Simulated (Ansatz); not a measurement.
# AlH₃O: one species, many methods

One table from this session's results is given with a row withheld; the runs are named, their logs left out.

The runs use Ansatz 0.2.0, Gaussian basis; functionals in def2-TZVPP, the program's frozen cores in correlated methods.

Plan: LDA (SPW92), PBE-D4, revPBE-D4, BLYP-D4, r2SCAN-D4, B97M-V, PBE0-D4, B3LYP-D4, r2SCANh-D4, r2SCAN0-D4, HSE06-D4, BHLYP-D4, CAM-B3LYP-D4, LC-ωPBE, ωB97X-V, ωB97M-V, B2PLYP, PBE-QIDH; CCSD(T)/def2-SVP; CCSD(T)/def2-TZVPP; CCSD(T)/def2-QZVPP; extrapolation to the limit; RPA on PBE.

### The relaxed structure

All runs share one geometry, relaxed beforehand with PBE0-D4 in a triple-zeta def2 set.

SMILES `[OH][AlH2]`, 5 atoms, charge 0, spin multiplicity 1.

Atoms are counted from 1 here; the program's logs count them from 0.

Bond lengths: O1–Al2 1.696 Å, O1–H3 0.956 Å, Al2–H4 1.585 Å, Al2–H5 1.577 Å. Angles: Al2–O1–H3 123.4°, O1–Al2–H4 119.7°, O1–Al2–H5 116.0°, H4–Al2–H5 124.4°.

Set-up of the first run:

in.yaml

```yaml
crystal:
  periodic: [false, false, false]
  atoms:
    - {symbol: O, position_ang: [0.654851, -0.706885, 0.756677]}
    - {symbol: Al, position_ang: [-0.157872, 0.423789, -0.210842]}
    - {symbol: H, position_ang: [0.557410, -1.652202, 0.656199]}
    - {symbol: H, position_ang: [-1.137027, -0.078936, -1.351190]}
    - {symbol: H, position_ang: [0.132638, 1.940633, 0.107656]}
basis:
  gaussian: {orbitals: def2-TZVPP}
hamiltonian: {xc: lda}
output: {orbitals: {seedname: orbitals}}
```

The run is started by

```bash
$ ansatz run in.yaml --threads 2 --pin off --events-out ev --progress --plain --max-ram 32768MiB --backend cpu
```

Among the steps run: LDA; PBE-D4 (GGA); revPBE-D4 (GGA); BLYP-D4 (GGA); r2SCAN-D4 (meta-GGA); B97M-V (meta-GGA); PBE0-D4 (hybrid); B3LYP-D4 (hybrid); r2SCANh-D4 (hybrid); r2SCAN0-D4 (hybrid); HSE06-D4 (hybrid); BHLYP-D4 (hybrid); CAM-B3LYP-D4 (range-separated); LC-ωPBE (range-separated); ωB97X-V (range-separated); ωB97M-V (range-separated); B2PLYP (double hybrid); PBE-QIDH (double hybrid).

One table of the session follows, with a row left open; its other results are not shown here.

It belongs to the step «Frontier levels by functional». 

| functional | HOMO (eV) | gap (eV) |
| --- | --- | --- |
| LDA (SPW92) | -7.06 | 5.11 |
| PBE-D4 | -7.03 | 5.30 |
| revPBE-D4 | -7.00 | 5.37 |
| BLYP-D4 | -6.96 | 5.32 |
| r2SCAN-D4 | ? | ? |
| B97M-V | -7.46 | 5.83 |
| PBE0-D4 | -8.37 | 7.41 |
| B3LYP-D4 | -8.19 | 7.00 |
| r2SCANh-D4 | -7.85 | 6.76 |
| r2SCAN0-D4 | -8.58 | 7.86 |
| HSE06-D4 | -7.96 | 6.64 |
| BHLYP-D4 | -9.66 | 9.41 |
| CAM-B3LYP-D4 | -9.81 | 9.73 |
| LC-ωPBE | -11.18 | 12.22 |
| ωB97X-V | -10.83 | 11.76 |
| ωB97M-V | -10.61 | 11.24 |

Estimate the missing values for r2SCAN-D4.

Worked estimate for «HOMO (eV)». Against the share of exact exchange, r2SCANh-D4 (0.1, -7.85), r2SCAN0-D4 (0.25, -8.58) give a slope of -4.87 per unit share; at 0 the line stands at -7.36.

**Answer.** HOMO (eV): -7.36; gap (eV): 6.01. In «HOMO (eV)» the line misses by 0.00.
